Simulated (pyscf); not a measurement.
Thermochemistry of product channels of `[OH][Zn][Cl]` + `[H]` [doublet] on the doublet surface, in eV, from ωB97M-D3(BJ)/def2-TZVP energies (ideal gas, 1 atm, RRHO with modes under 100 cm⁻¹ raised to 100, one conformer, R ln 2 for rigid chiral ones). Optimised with ωB97X-D3(BJ)/def2-SVP in PySCF.

```json
[
 {"products": "`[O][Zn][Cl]` [doublet] + `[H][H]`", "ΔE": "+0.57", "ΔH(298 K)": "+0.57", "ΔG(298 K)": "+0.56", "ΔG(600 K)": "+0.55"},
 {"products": "`[OH][Zn]` [doublet] + `[ClH]`", "ΔE": "-0.07", "ΔH(298 K)": "+0.05", "ΔG(298 K)": "-0.06", "ΔG(600 K)": "-0.14"},
 {"products": "`[OH2]` + `[Cl][Zn]` [doublet]", "ΔE": "-1.14", "ΔH(298 K)": "-0.92", "ΔG(298 K)": "-1.01", "ΔG(600 K)": "-1.08"}
]
```

These are energies of the channels, which say nothing of barriers. The term symbol of open-shell Cl–Zn, •O–Zn–Cl was not checked; spin-orbit terms and orbital degeneracy are left out. Elements up to Kr have no core potential and no relativistic terms here.
